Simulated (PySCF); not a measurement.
# C5H8 (Cyclobutane, methylene-): the cost of one run

The runs use PySCF 2.14.0, with density-fitted response routines of our own; the level of theory stands in each step. All values are computed, except where a source is named. Atoms are numbered from 0 throughout.

## 1. The starting structure

13 atoms, charge 0, multiplicity 1; geometry from: GFN2-xTB. The atoms were then displaced at random by about 0.01 Å, so the start is not that level's minimum.

Bonds of the start (Å): C0–C1 1.34, C1–C2 1.51, C2–C3 1.49, C3–C4 1.53, C4–C1 1.51, C0–H5 1.08, C0–H6 1.05, C2–H7 1.10, C2–H8 1.12, C3–H9 1.10, C3–H10 1.12, C4–H11 1.09, C4–H12 1.08.

## 2. Geometry optimisation at PBE0-D3(BJ)/def2-SVP

What the job is given:

```
{"job": {"xc": "PBE0", "basis": "def2-SVP", "d3": "d3bj", "grid": 1, "shake": 0.01, "kind": "geom"}, "charge": 0, "multiplicity": 1}
C      1.994170    -0.269430    -0.051560
C      0.662270    -0.086980    -0.022000
C     -0.248250     1.085410     0.277640
C     -1.413050     0.180790     0.035080
C     -0.503560    -1.004110    -0.280680
H      2.645840     0.570150     0.162770
H      2.430560    -1.193640    -0.305500
H     -0.111640     1.928140    -0.411370
H     -0.139050     1.476340     1.321560
H     -2.073460     0.482080    -0.787640
H     -2.085470     0.023580     0.920830
H     -0.564730    -1.836240     0.427470
H     -0.587800    -1.372960    -1.296940
```

Started as:

```console
$ OMP_NUM_THREADS=1 python probes_run.py task.json out
```

One launch serves the whole session: the jobs run in the order shown.

**Question.** How long does this first job take on 1 thread of Arm Neoverse V2, shared host, and how much memory does it need?

About 26 s, with a peak of 0.47 GiB.
